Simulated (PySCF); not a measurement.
This PySCF input asks for the NMR shieldings of SMILES [O]([AlH2])[SiH3], AlH₅OSi; the geometry comes from PBE0-D3(BJ)/def2-SVP.

```python
import basis_set_exchange as bse
import numpy as np
from pyscf import gto, dft
from pyscf.prop import nmr

atoms = """
Al    1.808884   -0.492505    0.391515
O     0.186529   -0.078498    0.102041
Si   -1.383455    0.322388   -0.189838
H     2.251429   -1.992532    0.152394
H     2.791623    0.645149    0.883498
H    -1.484309    1.745694   -0.635719
H    -1.954460   -0.551413   -1.259950
H    -2.195123    0.150338    1.053370
"""
names = dict.fromkeys(["Al", "O", "Si", "H"], "pcSseg-2")
basis = {el: gto.basis.parse(bse.get_basis(n, elements=[el], fmt="nwchem")) for el, n in names.items()}
mol = gto.M(atom=atoms, basis=basis, charge=0, verbose=0)
mf = dft.RKS(mol, xc="HYB_GGA_XC_MPW1PW")
mf.grids.level = 2
mf.grids.alignment = dft.numint.BLKSIZE   # the property module wants whole blocks of grid points
mf.conv_tol = 1e-9
mf.kernel()

calc = nmr.RKS(mf)   # GIAO
C = mf.mo_coeff
Co = C[:, mf.mo_occ > 0]
resp = mf.gen_response(singlet=True, hermi=2)
def vind(x):   # induced exchange potential for any number of trial vectors
    d = np.einsum("pi,xij,qj->xpq", C, 2 * x.reshape(-1, C.shape[1], Co.shape[1]), Co, optimize=True)
    return np.einsum("xpq,pi,qj->xij", resp(d - d.transpose(0, 2, 1)), C, Co, optimize=True).ravel()
mo1, _ = nmr.rhf.solve_mo1(calc, with_cphf=vind)
sigma = calc.kernel(mo1)
for i, s in enumerate(sigma):   # ppm
    w = np.linalg.eigvalsh((s + s.T) / 2)
    print("%2d %-2s iso %8.1f  s11 %8.1f  s22 %8.1f  s33 %8.1f" % (i, mol.atom_pure_symbol(i), w.mean(), *w))
```

**Question.** Give the expected output.

**Answer.** 
```
 0 Al iso    385.6  s11    316.8  s22    373.1  s33    467.0
 1 O  iso    259.6  s11    209.3  s22    238.8  s33    330.7
 2 Si iso    385.9  s11    344.4  s22    346.9  s33    466.5
 3 H  iso     26.7  s11     23.6  s22     24.9  s33     31.7
 4 H  iso     26.7  s11     23.6  s22     24.9  s33     31.7
 5 H  iso     26.1  s11     23.3  s22     24.5  s33     30.5
 6 H  iso     26.1  s11     23.3  s22     24.5  s33     30.5
 7 H  iso     26.1  s11     23.3  s22     24.5  s33     30.6
```

These numbers come from an equivalent density-fitted implementation of the same equations, which agrees with the script to about 0.01 ppm for H and up to a few tenths of a ppm for heavy atoms, so last digits may differ.

Size and cost of the density-fitted run: 192 basis functions, 8.3 s wall time on 1 thread of an Arm Neoverse V2, shared host.
